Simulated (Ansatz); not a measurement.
# AlCl2(OH) (AlCl₂HO): structure and electronic state

Aim: characterise AlCl2(OH) (AlCl₂HO) as a singlet: its structure, frontier levels and distribution of charge.

The runs use Ansatz 0.2.0, Gaussian basis; RKS PBE0-D4/def2-TZVP.

The runs, in order: relaxation at PBE0-D4/def2-TZVP; a search for the lowest solution at PBE0-D4/def2-SVP; a single point at PBE0-D4/def2-TZVP; harmonic vibrations at PBE0-D4/def2-TZVP.

### 1 The starting structure

5 atoms, charge 0, spin multiplicity 1.

Atoms are counted from 1 here; the program's logs count them from 0.

Bond lengths: Al1–Cl2 2.030 Å, Al1–Cl3 2.029 Å, Al1–O4 1.640 Å, O4–H5 0.946 Å. Angles: Cl2–Al1–Cl3 122.7°, Cl2–Al1–O4 118.6°, Cl3–Al1–O4 118.7°, Al1–O4–H5 179.3°.

The start is a GFN2-xTB geometry.

### 2 Relaxation at PBE0-D4/def2-TZVP

The input, in.yaml:

```yaml
crystal:
  periodic: [false, false, false]
  atoms:
    - {symbol: Al, position_ang: [0.230780, 0.385800, -0.074320]}
    - {symbol: Cl, position_ang: [2.254930, 0.306210, -0.199310]}
    - {symbol: Cl, position_ang: [-0.812370, 2.114450, -0.277420]}
    - {symbol: O, position_ang: [-0.594660, -1.004120, 0.200170]}
    - {symbol: H, position_ang: [-1.078680, -1.802350, 0.350870]}
basis:
  gaussian: {orbitals: def2-TZVP}
hamiltonian: {xc: pbe0, dispersion: d4}
scf: {lower_state_search: "off"}
output: {orbitals: {seedname: orbitals}}
relax: {f_tol: 0.02, max_steps: 100}
```

Launch:

```bash
ansatz run in.yaml --threads 4 --pin off --events-out ev --progress --plain --max-ram 3916MiB
```

The runs that follow: Searching for the lowest solution, PBE0-D4/def2-SVP; Single point, PBE0-D4/def2-TZVP; Harmonic vibrations.

Q: Predict the results of all the runs planned. Wanted: point group; commonest bond, hydrogen aside; HOMO, LUMO at PBE0-D4/def2-TZVP; dipole at PBE0-D4/def2-TZVP; lowest, highest wavenumber.

As calculated:

| quantity | value |
| --- | --- |
| point group | Cs |
| commonest bond, hydrogen aside | Al–Cl, 2 of mean length 2.075 Å |
| HOMO, LUMO at PBE0-D4/def2-TZVP | -9.31, -0.97 eV |
| dipole at PBE0-D4/def2-TZVP | 1.67 D |
| lowest, highest wavenumber | 150, 3957 cm⁻¹ |

What this shows: The molecule keeps its bonding pattern by the stored test; the atoms moved 0.28 Å (rms), and the angle Al1–O4–H5 went from 179° to 123°. All wavenumbers are real: a minimum at this level. The HOMO lies nearest to Cl2, Cl3 about 46 % each and the LUMO to Al1 46 %; Cl2, Cl3 about 15 % each.
